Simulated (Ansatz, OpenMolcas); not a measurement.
## A ladder of methods for PN (phosphorus nitride)

The species is PN (2 atoms), meant as a singlet with charge 0. As SMILES, `N#P`. Geometry: the measured bond length.

```xyz
2

N     0.0000    0.0000    0.0000
P     0.0000    0.0000    1.4909
```

Each level gives the energy change with the N1–P2 bond stretched from 1.491 to 3.727 Å (eV). The values are calculated.

| level | kind | program | value (eV) | less FCI/STO-3G |
| --- | --- | --- | --- | --- |
| BLYP/STO-3G (restricted) | GGA | Ansatz | 12.03 | +7.17 |
| revPBE/STO-3G (restricted) | GGA | Ansatz | 12.19 | +7.33 |
| BHLYP/STO-3G (restricted) | global hybrid | Ansatz | 13.96 | +9.10 |
| PBE0/STO-3G (restricted) | global hybrid | Ansatz | 14.26 | +9.40 |
| HSE06/STO-3G (restricted) | range-separated hybrid | Ansatz | 14.22 | +9.36 |
| wB97X/STO-3G (restricted) | range-separated hybrid | Ansatz | 14.77 | +9.91 |
| RPA@PBE/STO-3G (restricted) | RPA | Ansatz | 7.15 | +2.29 |
| MP2/STO-3G (unrestricted) | perturbation theory | Ansatz | 5.14 | +0.28 |
| FCI/STO-3G | exact in the basis | OpenMolcas | 4.86 | 0.00 |

FCI/STO-3G is exact within its basis and frozen core, so for wave-function methods in that basis the difference is their error; functionals converge differently with the basis, so for them it is only a difference. The first shape isn't each level's own minimum. The values span 4.86 to 14.77 eV. Spin contamination of the reference (⟨S²⟩ at least 0.1 too high) touches MP2/STO-3G. All rows use very small basis sets, so even the best lies far from the true value.
